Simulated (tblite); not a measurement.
Species: C₅H₄S (charge -1 and doublet state).
Geometry (GFN2-xTB, Å), atoms numbered from 1 in this order:
```
atom  x, y, z in Å
C1    -2.7729   -0.5779   -0.4194
C2    -1.6755   -0.0907   -0.2568
C3    -0.4311    0.4836   -0.0688
C4     0.7570   -0.2328   -0.0877
C5     2.0031    0.3241    0.0969
S6     3.4612   -0.5378    0.0759
H7    -3.7175   -1.0132   -0.5609
H8    -0.4017    1.5553    0.1037
H9     0.7049   -1.3023   -0.2608
H10    2.0814    1.3964    0.2719
```

Method: GFN2-xTB as coded in tblite; computed harmonic values from a numerical Hessian at the method's own geometry, unscaled. The method is semi-empirical: single wavenumbers can be off by several per cent or more. One conformer, not necessarily the lowest. Open shells enter through the occupations alone, without spin polarisation, and single modes of such species can be off by tens of per cent.

Harmonic wavenumbers (cm⁻¹): 106.2, 133.1, 192.8, 252.1, 253.9, 377.2, 462.1, 489.2, 636.2, 660.8, 707.4, 917.7, 940.8, 1073.6, 1184.7, 1242.2, 1266.1, 1364.4, 1516.7, 2181.1, 2928.2, 2990.2, 3033.8, 3367.7.

A = 22900, B = 981.1, C = 940.8 MHz; mass 96.003 u (most abundant isotopes); point group Cs, symmetry number 1; spin multiplicity 2.

Problem. What is the zero-point energy?

Solution. ½Σν̃ = 14139 cm⁻¹ = 169.14 kJ/mol.

Problem. Give the ideal-gas entropy at 350 K and 1 bar in the rigid-rotor, harmonic-oscillator model (classical rotation).

Solution. Translation 169.11, rotation 115.48, vibration 79.26, spin (R ln 2) 5.76: S = 369.6 J/(mol K).

Problem. And Cp and H(350 K) − H(0)?

Solution. Cp = 118.87 J/(mol K), of which vibrations give 85.62 (their classical limit is 24 R = 199.5); H(350 K) − H(0) = 27.14 kJ/mol without the zero-point energy, 15.50 from vibrations.

Problem. What must be added to the electronic energy to get the Gibbs energy at 350 K and 1 bar?

Solution. ZPE + [H(350 K) − H(0)] − T·S = 169.14 + 27.14 − 129.36 = 66.92 kJ/mol.

Problem. Which modes carry the vibrational entropy at 350 K?

Solution. 106.2 cm⁻¹: 15.27; 133.1 cm⁻¹: 13.43; 192.8 cm⁻¹: 10.46; 252.1 cm⁻¹: 8.38; 253.9 cm⁻¹: 8.33; 377.2 cm⁻¹: 5.45 J/(mol K); the other 18 give 17.93 together.

Problem. Blend soft modes into free rotors: weight 1/[1 + (100 cm⁻¹/ν̃)⁴] for the oscillator and the rest for a rotor with moment μB/(μ + B), μ = h/(8π²ν), B = 10⁻⁴⁴ kg m². What vibrational entropy results?

Solution. 77.49 J/(mol K) in place of 79.26, which changes −T·S at 350 K by +0.62 kJ/mol.

Problem. How do the functions run with temperature in this model?

Solution. 
```json
{"T (K)": "150", "S (J/(mol K))": "289.6", "Cp (J/(mol K))": "73.6", "H − H(0) (kJ/mol)": "7.63", "G − H(0) (kJ/mol)": "-35.82", "ln q(vib)": "1.19"}
{"T (K)": "250", "S (J/(mol K))": "333.2", "Cp (J/(mol K))": "98.2", "H − H(0) (kJ/mol)": "16.26", "G − H(0) (kJ/mol)": "-67.04", "ln q(vib)": "2.67"}
{"T (K)": "298.15", "S (J/(mol K))": "351.4", "Cp (J/(mol K))": "108.6", "H − H(0) (kJ/mol)": "21.24", "G − H(0) (kJ/mol)": "-83.52", "ln q(vib)": "3.41"}
{"T (K)": "400", "S (J/(mol K))": "386.1", "Cp (J/(mol K))": "127.8", "H − H(0) (kJ/mol)": "33.31", "G − H(0) (kJ/mol)": "-121.12", "ln q(vib)": "4.96"}
{"T (K)": "600", "S (J/(mol K))": "443.4", "Cp (J/(mol K))": "154.8", "H − H(0) (kJ/mol)": "61.77", "G − H(0) (kJ/mol)": "-204.27", "ln q(vib)": "7.87"}
{"T (K)": "900", "S (J/(mol K))": "511.4", "Cp (J/(mol K))": "180.0", "H − H(0) (kJ/mol)": "112.31", "G − H(0) (kJ/mol)": "-347.91", "ln q(vib)": "11.79"}
```

q(vib) and H(0) count from the zero-point level.

Hindered rotation and anharmonicity are outside this model. Other conformers, if any are populated, would add a mixing term that is left out.
